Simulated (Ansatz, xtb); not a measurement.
C4H9NO: which of two isomers lies lower

Structure a is `CCCC(N)=O`, a singlet and structure b is `CC(C)NC=O`, a singlet. Both are isolated molecules in the gas phase, relaxed with r2SCAN-D4/def2-SVP; the shapes shown needn't be the lowest conformers.

a (Å):

```yaml
atoms:
  - { symbol: C, position_ang: [-0.4978, 1.3226, 1.5933] }
  - { symbol: C, position_ang: [0.1035, -0.0659, 1.4067] }
  - { symbol: C, position_ang: [-0.4894, -0.8193, 0.2207] }
  - { symbol: C, position_ang: [-0.0966, -0.2003, -1.1178] }
  - { symbol: N, position_ang: [-0.9268, -0.5059, -2.1573] }
  - { symbol: O, position_ang: [0.8953, 0.4945, -1.2598] }
  - { symbol: H, position_ang: [-1.5876, 1.2705, 1.7579] }
  - { symbol: H, position_ang: [-0.0550, 1.8368, 2.4605] }
  - { symbol: H, position_ang: [-0.3140, 1.9484, 0.7060] }
  - { symbol: H, position_ang: [1.1902, 0.0218, 1.2433] }
  - { symbol: H, position_ang: [-0.0395, -0.6682, 2.3202] }
  - { symbol: H, position_ang: [-0.1209, -1.8622, 0.2071] }
  - { symbol: H, position_ang: [-1.5903, -0.8842, 0.3007] }
  - { symbol: H, position_ang: [-1.7382, -1.0990, -2.0470] }
  - { symbol: H, position_ang: [-0.6799, -0.1749, -3.0828] }
```

b (Å):

```xyz
15

C    -1.6015    0.0674    1.2869
C    -0.2840    0.0333    0.5161
C     0.3674   -1.3481    0.5418
C     0.1723    1.5526   -1.3944
N    -0.4814    0.4870   -0.8561
O     0.9782    2.2519   -0.8132
H    -2.3362   -0.6277    0.8444
H    -2.0362    1.0782    1.2782
H    -1.4484   -0.2346    2.3346
H     0.4124    0.7696    0.9495
H     0.5548   -1.6725    1.5774
H     1.3272   -1.3386    0.0038
H    -0.2859   -2.1016    0.0687
H    -1.1264   -0.0284   -1.4481
H    -0.1233    1.7219   -2.4620
```

Task: Estimate which is lower in electronic energy at CCSD(T)/def2-SVP + ΔMP2/def2-TZVPP, and by roughly how much.

Result: The CCSD(T)/def2-SVP + ΔMP2/def2-TZVPP calculation puts structure a lower, by 6.8 kcal/mol.

The same difference at several levels:

| level | geometry | E(b) − E(a) (kcal/mol) | departure from the last row (kcal/mol) | job, with rough time for the two |
| --- | --- | --- | --- | --- |
| GFN2-xTB | GFN2-xTB | −0.5 | −7.3 | optimisation, 0.18 s |
| HF/STO-3G | GFN2-xTB | +3.0 | −3.8 | single point, 0.28 s |
| r2SCAN-D4/def2-SVP//GFN2-xTB | GFN2-xTB | +6.7 | −0.1 | single point, 1.7 s |
| r2SCAN-D4/def2-SVP | r2SCAN-D4/def2-SVP | +6.6 | −0.2 | optimisation, 20 s |
| HF/def2-SVP | r2SCAN-D4/def2-SVP | +7.1 | +0.3 | part of the CCSD(T) run |
| MP2/def2-SVP | r2SCAN-D4/def2-SVP | +5.9 | −0.9 | part of the CCSD(T) run |
| CCSD(T)/def2-SVP | r2SCAN-D4/def2-SVP | +5.5 | −1.3 | single point |
| CCSD(T)/def2-SVP + ΔMP2/def2-TZVPP | r2SCAN-D4/def2-SVP | +6.8 |  | single point, 27 s |

As drawn, b has 1 C–N, 1 C–H in place of 1 C–C, 1 N–H.

GFN2-xTB puts the two in the other order. The largest departure from CCSD(T)/def2-SVP + ΔMP2/def2-TZVPP is that of GFN2-xTB, 7.3 kcal/mol. The last row adds to CCSD(T) the change of the MP2 difference between the two basis sets, here +1.3 kcal/mol.

With thermal terms from frequencies at re-optimised GFN2-xTB minima (ideal gas, soft modes damped towards free rotors, one conformer each, 298.15 K, 1 atm): the zero-point term adds −0.1 kcal/mol; ΔH is +6.6 and ΔG +6.8 kcal/mol.

The correlated steps freeze 6 core orbitals. Run with Ansatz 0.2.0, xtb 6.7.1; the last row on 4 threads of Intel(R) Xeon(R) Platinum 8488C (Sapphire Rapids) on a shared host.
